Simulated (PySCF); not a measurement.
Method: PBE-D3(BJ)/def2-TZVP // PBE-D3(BJ)/def2-SVP run with PySCF. All species are isolated molecules in the gas phase. 

Reference species (SMILES): `[OH]` (neutral, multiplicity 2).

highest occupied spin orbital: -7.14 eV

Changed species: `[CH3]` (free radical CH3; the reference has free radical OH).

### Question
Give the shifts of the highest occupied spin orbital.

### Answer
the highest occupied spin orbital increases by 1.76 eV, to -5.38 eV.
